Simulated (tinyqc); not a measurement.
Coupled-perturbed Hartree-Fock on RHF in the sto-3g basis, for H3O+, spin multiplicity 1, step by step (part 2 of 2). Computed by tinyqc, a small Python program that keeps every step (integrals from PySCF). Command: `OMP_NUM_THREADS=1 python tinyqc.py 22310 22311 out.jsonl` (the two numbers bound the seeds that draw the settings). One thread of a shared host (Intel(R) Xeon(R) Processor @ 2.60GHz), about 0.2 s of CPU time with the checks.

Geometry (angstrom):
```
atom          x          y         z
O      0.000000   0.000000  0.058000
H      1.045000   0.000000  0.000000
H     -0.523000   0.905000  0.000000
H     -0.523000  -0.905000  0.000000
```

## Iteration 8 (converged): orbitals

converged F (hartree):
```
             1O 1s      1O 2s     1O 2px     1O 2py     1O 2pz      2H 1s      3H 1s      4H 1s
1O 1s   -20.793871  -5.294351   0.000001   0.000000   0.003909  -0.990507  -0.989916  -0.989916
1O 2s    -5.294351  -2.916728  -0.000005   0.000000   0.017139  -1.062449  -1.062019  -1.062019
1O 2px    0.000001  -0.000005  -0.834740   0.000000   0.000002  -0.611535   0.305926   0.305926
1O 2py    0.000000   0.000000   0.000000  -0.834535   0.000000   0.000000  -0.529398   0.529398
1O 2pz    0.003909   0.017139   0.000002   0.000000  -0.860187   0.041705   0.041686   0.041686
2H 1s    -0.990507  -1.062449  -0.611535   0.000000   0.041705  -0.773548  -0.301771  -0.301771
3H 1s    -0.989916  -1.062019   0.305926  -0.529398   0.041686  -0.301771  -0.773287  -0.301877
4H 1s    -0.989916  -1.062019   0.305926   0.529398   0.041686  -0.301771  -0.301877  -0.773287
```

X:
```
            1O 1s      1O 2s     1O 2px     1O 2py     1O 2pz      2H 1s      3H 1s      4H 1s
1O 1s    1.024678  -0.146153   0.000000   0.000000   0.001093   0.019209   0.019202   0.019202
1O 2s   -0.146153   1.257043   0.000016   0.000000  -0.011003  -0.236497  -0.236340  -0.236340
1O 2px   0.000000   0.000016   1.102186   0.000000  -0.000001  -0.242090   0.121068   0.121068
1O 2py   0.000000   0.000000   0.000000   1.102042   0.000000   0.000000  -0.209515   0.209515
1O 2pz   0.001093  -0.011003  -0.000001   0.000000   1.000515   0.011109   0.011100   0.011100
2H 1s    0.019209  -0.236497  -0.242090   0.000000   0.011109   1.156728  -0.053928  -0.053928
3H 1s    0.019202  -0.236340   0.121068  -0.209515   0.011100  -0.053928   1.156602  -0.053949
4H 1s    0.019202  -0.236340   0.121068   0.209515   0.011100  -0.053928  -0.053949   1.156602
```

Diagonalise F' = X^T F X, C = X C', fill 5 alpha and 5 beta electrons from the bottom; D = 2 C_occ C_occ^T. Each column has its largest component positive (the first on a tie).

F' = X^T F X (hartree):
```
            1          2          3          4          5          6          7          8
1  -20.409903  -2.723073   0.000011   0.000000   0.006623  -0.128284  -0.128131  -0.128131
2   -2.723073  -1.649938   0.000013   0.000000  -0.007600  -0.457969  -0.457722  -0.457722
3    0.000011   0.000013  -0.565889   0.000000   0.000000  -0.508835   0.254502   0.254502
4    0.000000   0.000000   0.000000  -0.565987   0.000000   0.000000  -0.440483   0.440483
5    0.006623  -0.007600   0.000000   0.000000  -0.858716   0.027521   0.027503   0.027503
6   -0.128284  -0.457969  -0.508835   0.000000   0.027521  -0.291155  -0.064241  -0.064241
7   -0.128131  -0.457722   0.254502  -0.440483   0.027503  -0.064241  -0.291227  -0.064224
8   -0.128131  -0.457722   0.254502   0.440483   0.027503  -0.064241  -0.064224  -0.291227
```

orbital energies (hartree): MO1 -20.802571, MO2 -1.703657, MO3 -1.042305, MO4 -1.042079, MO5 -0.860699, MO6 0.028696, MO7 0.249088, MO8 0.249483

coefficients C:
```
              MO1        MO2        MO3        MO4        MO5        MO6        MO7        MO8
1O 1s    0.994119  -0.241280  -0.000006   0.000000  -0.011581  -0.160655   0.000000   0.000050
1O 2s    0.026422   0.884739   0.000005   0.000000   0.057162   0.991239   0.000000  -0.000383
1O 2px   0.000000   0.000000   0.695591   0.000000   0.000009  -0.000288   0.000000  -0.904925
1O 2py   0.000000   0.000000   0.000000   0.695678   0.000000   0.000000   0.904612   0.000000
1O 2pz  -0.000474  -0.019611  -0.000012   0.000000   0.997888  -0.073192   0.000000   0.000029
2H 1s   -0.004563   0.101460   0.407885   0.000000  -0.019680  -0.642082   0.000000   0.932483
3H 1s   -0.004561   0.101408  -0.204016   0.353318  -0.019676  -0.642142  -0.807328  -0.466021
4H 1s   -0.004561   0.101408  -0.204016  -0.353318  -0.019676  -0.642142   0.807328  -0.466021
```

D after iteration 8:
```
            1O 1s      1O 2s     1O 2px     1O 2py     1O 2pz      2H 1s      3H 1s      4H 1s
1O 1s    2.093246  -0.375730  -0.000008   0.000000  -0.014594  -0.057582  -0.057546  -0.057546
1O 2s   -0.375730   1.573456   0.000007   0.000000   0.079355   0.177044   0.176948   0.176948
1O 2px  -0.000008   0.000007   0.967693   0.000000   0.000001   0.567441  -0.283824  -0.283824
1O 2py   0.000000   0.000000   0.000000   0.967936   0.000000   0.000000   0.491591  -0.491591
1O 2pz  -0.014594   0.079355   0.000001   0.000000   1.992330  -0.043262  -0.043238  -0.043238
2H 1s   -0.057582   0.177044   0.567441   0.000000  -0.043262   0.354144  -0.145036  -0.145036
3H 1s   -0.057546   0.176948  -0.283824   0.491591  -0.043238  -0.145036   0.354296  -0.145039
4H 1s   -0.057546   0.176948  -0.283824  -0.491591  -0.043238  -0.145036  -0.145039   0.354296
```

## Convergence

Stop when the energy changes by less than 1e-10 hartree and every element of the error matrix X^T (F D S - S D F) X is below 3e-06.

Course of the cycle:
```
iteration   E (hartree)     change  largest element of the error matrix
1          -71.28409509          -                             1.06e+00
2          -75.19644387  -3.91e+00                             3.13e-01
3          -75.31545470  -1.19e-01                             2.76e-02
4          -75.31639773  -9.43e-04                             4.82e-03
5          -75.31642967  -3.19e-05                             1.12e-04
6          -75.31642971  -4.89e-08                             2.60e-05
7          -75.31642972  -3.03e-09                             3.06e-06
8          -75.31642972  -1.74e-11                             1.07e-08
```

PySCF RHF in the same basis = -75.31642972 hartree

Converged in 8 iterations.

## Integrals over molecular orbitals

core Hamiltonian H = T + V (hartree):
```
             1O 1s      1O 2s     1O 2px     1O 2py     1O 2pz      2H 1s      3H 1s      4H 1s
1O 1s   -33.131845  -7.710073   0.000003   0.000000   0.002158  -1.431744  -1.430882  -1.430882
1O 2s    -7.710073  -9.749124   0.000046   0.000000   0.026075  -3.355972  -3.354571  -3.354571
1O 2px    0.000003   0.000046  -8.005207   0.000000   0.000001  -2.417239   1.209142   1.209142
1O 2py    0.000000   0.000000   0.000000  -8.005004   0.000000   0.000000  -2.092236   2.092236
1O 2pz    0.002158   0.026075   0.000001   0.000000  -7.854177   0.140805   0.140729   0.140729
2H 1s    -1.431744  -3.355972  -2.417239   0.000000   0.140805  -4.991997  -1.066397  -1.066397
3H 1s    -1.430882  -3.354571   1.209142  -2.092236   0.140729  -1.066397  -4.991217  -1.066878
4H 1s    -1.430882  -3.354571   1.209142   2.092236   0.140729  -1.066397  -1.066878  -4.991217
```

Given earlier and not repeated: Two-electron integrals (ij|kl) in chemists' order.

(pq|rs) = sum C_ip C_jq C_kr C_ls (ij|kl), one index at a time.

one-electron integrals over orbitals h = C^T H C (hartree):
```
            1          2          3          4          5          6          7          8
1  -33.114234   0.572771   0.000015   0.000000   0.025291   0.362361   0.000000  -0.000118
2    0.572771  -8.090029  -0.000051   0.000000  -0.037020  -1.402542   0.000000   0.000354
3    0.000015  -0.000051  -6.911164   0.000000   0.000018   0.000731   0.000000   1.786334
4    0.000000   0.000000   0.000000  -6.910994   0.000000   0.000000  -1.786166   0.000000
5    0.025291  -0.037020   0.000018   0.000000  -7.848374   0.124490   0.000000  -0.000021
6    0.362361  -1.402542   0.000731   0.000000   0.124490  -4.870549   0.000000  -0.000196
7    0.000000   0.000000   0.000000  -1.786166   0.000000   0.000000  -5.554284   0.000000
8   -0.000118   0.000354   1.786334   0.000000  -0.000021  -0.000196   0.000000  -5.554633
```

Two-electron integrals over orbitals (pq|rs), unique and non-zero (hartree):
```
(11|11) 4.744490    (21|11) -0.431327   (21|21) 0.061857    (22|11) 1.024650
(22|21) -0.016095   (22|22) 0.717525    (31|11) -0.000010   (31|21) 1.42e-06
(31|22) -1.96e-07   (31|31) 0.013722    (32|11) 0.000018    (32|21) -3.40e-07
(32|22) 0.000013    (32|31) 0.020865    (32|32) 0.136858    (33|11) 0.851175
(33|21) -0.006509   (33|22) 0.648451    (33|31) 0.002381    (33|32) 0.034772
(33|33) 0.652593    (41|41) 0.013724    (42|41) 0.020867    (42|42) 0.136835
(43|41) -0.002382   (43|42) -0.034780   (43|43) 0.041961    (44|11) 0.851196
(44|21) -0.006510   (44|22) 0.648442    (44|31) -0.002383   (44|32) -0.034784
(44|33) 0.568714    (44|44) 0.652599    (51|11) -0.020442   (51|21) 0.002403
(51|22) -0.002334   (51|31) -8.52e-08   (51|32) -2.30e-07   (51|33) -0.000669
(51|44) -0.000669   (51|51) 0.026082    (52|11) 0.011299    (52|21) -0.001268
(52|22) -0.003005   (52|31) -1.94e-07   (52|32) -7.07e-07   (52|33) 0.000945
(52|44) 0.000946    (52|51) 0.033469    (52|52) 0.152398    (53|11) -3.91e-06
(53|21) 4.23e-08    (53|22) -2.29e-06   (53|31) 0.000627    (53|32) 0.000435
(53|33) -0.001136   (53|44) 0.001133    (53|51) 6.39e-07    (53|52) 2.79e-06
(53|53) 0.032330    (54|41) 0.000627    (54|42) 0.000437    (54|43) 0.001135
(54|54) 0.032330    (55|11) 1.114258    (55|21) -0.012056   (55|22) 0.756854
(55|31) -3.63e-07   (55|32) 0.000011    (55|33) 0.652230    (55|44) 0.652232
(55|51) 0.002480    (55|52) 0.016922    (55|53) -2.55e-06   (55|55) 0.879667
(61|11) -0.286424   (61|21) 0.041445    (61|22) -0.010758   (61|31) -4.37e-06
(61|32) -0.000008   (61|33) -0.004452   (61|44) -0.004451   (61|51) 0.000205
(61|52) -0.002579   (61|53) -2.52e-07   (61|55) -0.007780   (61|61) 0.027861
(62|11) 0.322805    (62|21) -0.010757   (62|22) 0.133713    (62|31) -0.000006
(62|32) -0.000024   (62|33) 0.092993    (62|44) 0.093020    (62|51) -0.002613
(62|52) -0.005328   (62|53) -1.71e-06   (62|55) 0.167492    (62|61) -0.006890
(62|62) 0.070135    (63|11) -0.000145   (63|21) 2.27e-06    (63|22) -0.000078
(63|31) 0.006339    (63|32) -0.014193   (63|33) -0.027957   (63|44) 0.027855
(63|51) -1.30e-07   (63|52) -2.47e-06   (63|53) 0.001607    (63|55) -0.000083
(63|61) -8.73e-07   (63|62) -0.000035   (63|63) 0.057563    (64|41) 0.006344
(64|42) -0.014150   (64|43) 0.027907    (64|54) 0.001607    (64|64) 0.057560
(65|11) -0.025131   (65|21) -0.000147   (65|22) -0.015377   (65|31) -4.59e-07
(65|32) -2.81e-06   (65|33) -0.008423   (65|44) -0.008423   (65|51) 0.019128
(65|52) 0.070688    (65|53) -0.000008   (65|55) -0.011693   (65|61) -0.001123
(65|62) -0.010557   (65|63) 2.83e-06    (65|65) 0.038816    (66|11) 0.617965
(66|21) -0.007370   (66|22) 0.493691    (66|31) -0.000008   (66|32) -0.000048
(66|33) 0.484360    (66|44) 0.484373    (66|51) -0.003125   (66|52) -0.011207
(66|53) 2.17e-07    (66|55) 0.495202    (66|61) -0.004643   (66|62) 0.033541
(66|63) -0.000009   (66|65) -0.008037   (66|66) 0.445940    (71|41) 0.015735
(71|42) 0.022671    (71|43) -0.002326   (71|54) 0.000725    (71|64) 0.006940
(71|71) 0.018072    (72|41) 0.015200    (72|42) 0.053813    (72|43) 0.010189
(72|54) 0.003179    (72|64) 0.036665    (72|71) 0.016666    (72|72) 0.055135
(73|41) 0.002689    (73|42) 0.037981    (73|43) -0.005775   (73|54) -0.001248
(73|64) -0.027729   (73|71) 0.003191    (73|72) 0.000309    (73|73) 0.033818
(74|11) 0.373977    (74|21) -0.007154   (74|22) 0.171874    (74|31) 0.002689
(74|32) 0.037995    (74|33) 0.133180    (74|44) 0.121675    (74|51) 0.000087
(74|52) 0.006586    (74|53) -0.001250   (74|55) 0.196733    (74|61) -0.004689
(74|62) 0.085556    (74|63) -0.027767   (74|65) -0.006273   (74|66) 0.037506
(74|74) 0.148214    (75|41) 0.001083    (75|42) 0.006879    (75|43) -0.002352
(75|54) 0.023262    (75|64) -0.003077   (75|71) 0.001225    (75|72) 0.002143
(75|73) 0.002647    (75|75) 0.020738    (76|41) 0.012795    (76|42) 0.101028
(76|43) -0.045596   (76|54) -0.002924   (76|64) -0.055954   (76|71) 0.014278
(76|72) 0.007509    (76|73) 0.051731    (76|75) 0.006043    (76|76) 0.127112
(77|11) 0.785364    (77|21) -0.008154   (77|22) 0.574137    (77|31) -0.000465
(77|32) -0.030168   (77|33) 0.513660    (77|44) 0.588780    (77|51) -0.000452
(77|52) 0.000897    (77|53) 0.002121    (77|55) 0.577734    (77|61) -0.005217
(77|62) 0.068591    (77|63) 0.043844    (77|65) -0.005237   (77|66) 0.471122
(77|74) 0.071438    (77|77) 0.571439    (81|11) 0.000091    (81|21) -0.000013
(81|22) 3.07e-06    (81|31) -0.015739   (81|32) -0.022678   (81|33) -0.002325
(81|44) 0.002330    (81|51) -1.44e-07   (81|52) 6.90e-07    (81|53) -0.000725
(81|55) 2.32e-06    (81|61) -2.74e-06   (81|62) 0.000008    (81|63) -0.006938
(81|65) 7.00e-07    (81|66) 0.000010    (81|74) -0.003191   (81|77) 0.000453
(81|81) 0.018083    (82|11) -0.000093   (82|21) 3.35e-06    (82|22) -0.000033
(82|31) -0.015201   (82|32) -0.053808   (82|33) 0.010156    (82|44) -0.010198
(82|51) 6.72e-07    (82|52) 7.77e-07    (82|53) -0.003179   (82|55) -0.000045
(82|61) 0.000008    (82|62) -0.000007   (82|63) -0.036658   (82|65) 3.98e-06
(82|66) 0.000012    (82|74) -0.000336   (82|77) -0.020050   (82|81) 0.016672
(82|82) 0.055137    (83|11) -0.374017   (83|21) 0.007155    (83|22) -0.171880
(83|31) 0.002685    (83|32) 0.037953    (83|33) -0.121690   (83|44) -0.133209
(83|51) -0.000087   (83|52) -0.006587   (83|53) -0.001247   (83|55) -0.196744
(83|61) 0.004688    (83|62) -0.085567   (83|63) -0.027674   (83|65) 0.006272
(83|66) -0.037551   (83|74) -0.082550   (83|77) -0.106180   (83|81) -0.003189
(83|82) -0.000272   (83|83) 0.148200    (84|41) -0.002689   (84|42) -0.037955
(84|43) 0.005756    (84|54) 0.001247    (84|64) 0.027702    (84|71) -0.003191
(84|72) -0.000318   (84|73) -0.031847   (84|75) -0.002645   (84|76) -0.051694
(84|84) 0.033787    (85|11) 4.25e-06    (85|21) 8.39e-08    (85|22) 2.35e-06
(85|31) -0.001084   (85|32) -0.006882   (85|33) -0.002349   (85|44) 0.002353
(85|51) -0.000006   (85|52) -0.000022   (85|53) -0.023264   (85|55) 8.92e-07
(85|61) 7.94e-07    (85|62) 3.93e-06    (85|63) 0.003079    (85|65) -4.82e-06
(85|66) 4.07e-06    (85|74) -0.002647   (85|77) 0.002698    (85|81) 0.001226
(85|82) 0.002145    (85|83) -0.002647   (85|85) 0.020743    (86|11) 0.000041
(86|21) -4.04e-07   (86|22) 0.000006    (86|31) -0.012797   (86|32) -0.101053
(86|33) -0.045538   (86|44) 0.045582    (86|51) 8.20e-07    (86|52) 4.04e-06
(86|53) 0.002925    (86|55) 0.000013    (86|61) 4.60e-06    (86|62) 0.000029
(86|63) 0.055959    (86|65) 2.19e-06    (86|66) 0.000046    (86|74) -0.051713
(86|77) 0.061402    (86|81) 0.014285    (86|82) 0.007522    (86|83) -0.051717
(86|85) 0.006044    (86|86) 0.127096    (87|41) 0.000460    (87|42) 0.030122
(87|43) -0.037566   (87|54) -0.002121   (87|64) -0.043860   (87|71) 0.000445
(87|72) -0.020044   (87|73) 0.017358    (87|75) 0.002695    (87|76) 0.061371
(87|84) -0.017333   (87|87) 0.048306    (88|11) 0.785528    (88|21) -0.008158
(88|22) 0.574202    (88|31) 0.000470    (88|32) 0.030204    (88|33) 0.588831
(88|44) 0.513667    (88|51) -0.000452   (88|52) 0.000899    (88|53) -0.002123
(88|55) 0.577804    (88|61) -0.005221   (88|62) 0.068611    (88|63) -0.043930
(88|65) -0.005240   (88|66) 0.471104    (88|74) 0.106219    (88|77) 0.474786
(88|81) -0.000456   (88|82) 0.020011    (88|83) -0.071490   (88|85) -0.002699
(88|86) -0.061415   (88|88) 0.571532
```

## Response to a field: uncoupled start

dipole integrals <a|z|i> (bohr):
```
           i1         i2         i3        i4         i5
a6  -0.004410   0.006484  -0.000022  0.000000   0.103316
a7   0.000000   0.000000   0.000000  0.059581   0.000000
a8   0.000002  -0.000002  -0.059594  0.000000  -0.000032
```

Field along z; U_ai = -mu_ai / (e_a - e_i), alpha = -4 sum U_ai mu_ai.

uncoupled U:
```
          i1         i2        i3         i4         i5
a6  0.000212  -0.003743  0.000020   0.000000  -0.116164
a7  0.000000   0.000000  0.000000  -0.046145   0.000000
a8  0.000000   0.000001  0.046133   0.000000   0.000029
```

uncoupled polarisability = 0.070102 bohr^3

## Coupled step 1

U_ai = -(mu_ai + sum_bj [4 (ai|bj) - (ab|ij) - (aj|bi)] U_bj) / (e_a - e_i); alpha = -4 sum U_ai mu_ai.

U after step 1:
```
          i1         i2        i3         i4         i5
a6  0.000043   0.005170  0.000015   0.000000  -0.167700
a7  0.000000   0.000000  0.000000  -0.043096   0.000000
a8  0.000000  -0.000002  0.043086   0.000000   0.000039
```

polarisability = 0.089712 bohr^3

## Coupled step 2

As before.

U after step 2:
```
          i1         i2        i3         i4         i5
a6  0.000055   0.005298  0.000016   0.000000  -0.189311
a7  0.000000   0.000000  0.000000  -0.045551   0.000000
a8  0.000000  -0.000002  0.045538   0.000000   0.000043
```

polarisability = 0.099810 bohr^3

## Coupled polarisability

Repeat until U stops changing; compare with -d2E/dF2.

Course of the coupled iterations:
```
step  alpha (bohr^3)
0           0.070102
1           0.089712
2           0.099810
3           0.103703
4           0.105426
5           0.106145
6           0.106454
7           0.106585
8           0.106641
9           0.106665
10          0.106676
11          0.106680
12          0.106682
13          0.106683
14          0.106683
15          0.106683
16          0.106683
17          0.106683
18          0.106683
19          0.106683
20          0.106683
```

coupled polarisability = 0.106683 bohr^3

finite-field check, fields of +/-0.001 au = 0.106684 bohr^3
